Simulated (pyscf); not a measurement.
Elementary routes open to HGa=AsH (SMILES [GaH]=[AsH]) + H₂O (SMILES O) in the gas phase (singlet surface):
A. HO–GaH–AsH₂ (SMILES [OH][GaH][AsH2]) (H–O broken; As–H, Ga–O formed)
B. HO–Ga=AsH (SMILES [OH][Ga]=[AsH]) + H₂ (SMILES [H][H]) (Ga–H, H–O broken; Ga–O, H–H formed)

Optimised with ωB97X-D3(BJ)/def2-SVP in PySCF.

Problem. Rank the routes by free-energy barrier at 600 K, lowest first, for ωB97M-D3(BJ)/def2-TZVP energies (ideal gas, 1 atm, RRHO with modes under 100 cm⁻¹ raised to 100, one conformer, R ln 2 for chiral ones without a mode under 150 cm⁻¹).

Solution. A (17.1 kcal/mol), B (37.1 kcal/mol)

Route A is the fastest of these, ahead of the next by 20.0 kcal/mol. The most stable products are those of A (ΔG = -18.6 kcal/mol), so kinetics and thermodynamics agree. At 1200 K A is still the fastest. A: On the reactant side the descent ends in an adduct with a Ga–O contact, 14.6 kcal/mol under the separated species and 13.5 kcal/mol under the saddle at ωB97X-D3(BJ)/def2-TZVP. B: On the reactant side the descent ends in an adduct with a Ga–O contact, 14.4 kcal/mol under the separated species and 32.7 kcal/mol under the saddle at ωB97X-D3(BJ)/def2-TZVP. Only these routes are compared; each barrier is that of the saddle found, and lower ones may exist. Elements up to Kr have no core potential and no relativistic terms here.
